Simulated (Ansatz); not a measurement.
# BH5OSi (SMILES BO[SiH3]): single points off equilibrium

The task here is to estimate one member of a computed series from the others.

Computed with Ansatz 0.2.0, Gaussian basis. Level: single points in def2-TZVPP.

Correlated methods freeze the cores.

## The starting structure

8 atoms, charge 0, spin multiplicity 1.

Atoms are counted from 1 here; the program's logs count them from 0.

Bond lengths: B1–O2 1.181 Å, B1–H4 1.341 Å, B1–H5 1.198 Å, O2–Si3 1.594 Å, Si3–H6 1.632 Å, Si3–H7 1.547 Å, Si3–H8 1.496 Å. Angles: O2–B1–H4 121.1°, O2–B1–H5 119.4°, H4–B1–H5 118.9°, B1–O2–Si3 176.8°, O2–Si3–H6 113.9°, O2–Si3–H7 112.2°, O2–Si3–H8 111.8°, H6–Si3–H7 104.3°, H6–Si3–H8 102.0°, H7–Si3–H8 112.0°.

Geometry (Å):

```xyz
8

B    -0.3810    0.8896   -1.2643
O    -0.0783    0.2312   -0.3322
Si    0.3786   -0.5889    0.9559
H    -1.6449    1.3019   -1.4401
H     0.4133    1.0655   -2.1441
H    -0.5711   -0.3527    2.2614
H     1.7926   -0.1833    1.4347
H     0.2588   -2.0655    0.7460
```

Set-up of the first run:

run/in.yaml reads:

```yaml
crystal:
  periodic: [false, false, false]
  atoms:
    - {symbol: B, position_ang: [-0.381000, 0.889600, -1.264300]}
    - {symbol: O, position_ang: [-0.078300, 0.231200, -0.332200]}
    - {symbol: Si, position_ang: [0.378600, -0.588900, 0.955900]}
    - {symbol: H, position_ang: [-1.644900, 1.301900, -1.440100]}
    - {symbol: H, position_ang: [0.413300, 1.065500, -2.144100]}
    - {symbol: H, position_ang: [-0.571100, -0.352700, 2.261400]}
    - {symbol: H, position_ang: [1.792600, -0.183300, 1.434700]}
    - {symbol: H, position_ang: [0.258800, -2.065500, 0.746000]}
basis:
  gaussian: {orbitals: def2-TZVPP}
correlation: {method: ccsd_t}
output: {forces: true}
```

The command line of these runs was not kept.

Steps of the session up to this table: CCSD(T)/def2-TZVPP; PBE0-D4/def2-TZVPP; wB97M-V/def2-TZVPP; r2SCAN-D4/def2-TZVPP; PBE-D4/def2-TZVPP; BHLYP-D4/def2-TZVPP; B97M-V/def2-TZVPP.

One table of the session follows, with a row left open; its other results are not shown here.

```
   method  RMS force component (eV/Å)  angle to CCSD(T) forces (°)  dipole (D)
  CCSD(T)                       3.566                    reference        1.41
  PBE0-D4                       3.375                          0.8        1.47
  wB97M-V                       3.453                          1.0        1.46
r2SCAN-D4                       3.405                          0.6        1.46
   PBE-D4                       3.393                          1.9        1.51
 BHLYP-D4                           ?                            ?           ?
   B97M-V                       3.292                          1.7        1.45
```

**Question.** Estimate the row for BHLYP-D4.

The run gave: RMS force component (eV/Å): 3.379; angle to CCSD(T) forces (°): 2.1; dipole (D): 1.41. In the column «RMS force component (eV/Å)» it lies between PBE0-D4 (3.375) and PBE-D4 (3.393).
